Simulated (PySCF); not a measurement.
## Choosing a basis for TDDFT

C5H11N.
SMILES with atom numbers: `[CH3:1][CH2:2]/[C:3]([CH3:4])=[N:5]\[CH3:6]` (hydrogens: H7, H8, H9 on C1; H10, H11 on C2; H12, H13, H14 on C4; H15, H16, H17 on C6)

TDDFT with PBE0 (PySCF), vertical singlets, core orbitals frozen in the response, spherical d and f functions. The structure is a single PBE0-D3(BJ)/def2-SVP conformer in the gas phase; no vibrational or solvent corrections.

```
      basis  functions  diffuse  S1 (eV)  S2 (eV)  S3 (eV)  S4 (eV)  S5 (eV)  LUMO (eV)  α (au)
     6-31G*        106       no     5.10     7.71     7.98     8.45     8.62       0.60    60.5
    6-31+G*        130      yes     5.06     6.14     6.61     6.75     6.87       0.10    67.5
   def2-SVP        139       no     5.03     7.18     7.64     7.79     8.34       0.43    62.7
  def2-SVPD        208      yes     5.02     6.41     7.00     7.25     7.31       0.15    71.6
aug-cc-pVDZ        237      yes     5.01     5.80     6.19     6.35     6.44      -0.18    73.6
  def2-TZVP        252       no     5.04     6.76     7.37     7.41     7.82       0.24    70.2
```

Q: How much do these states and the polarisability depend on the basis?

A: States are compared by their number. Against the largest diffuse basis here (aug-cc-pVDZ, itself not a converged limit), sets without diffuse functions differ by up to 0.09 eV in S1 and 2.19 eV in S5; the smaller diffuse sets differ by up to 0.05 and 0.87 eV. State by state, the largest deviation of a set without diffuse functions is S1 0.09, S2 1.91, S3 1.79, S4 2.10, S5 2.19 eV. The same number needn't mean the same state in each row. Against aug-cc-pVDZ the polarisability deviates by -18% in 6-31G*, -8% in 6-31+G*, -15% in def2-SVP, -3% in def2-SVPD, -5% in def2-TZVP. A single + in a Pople set puts diffuse functions on heavy atoms only.
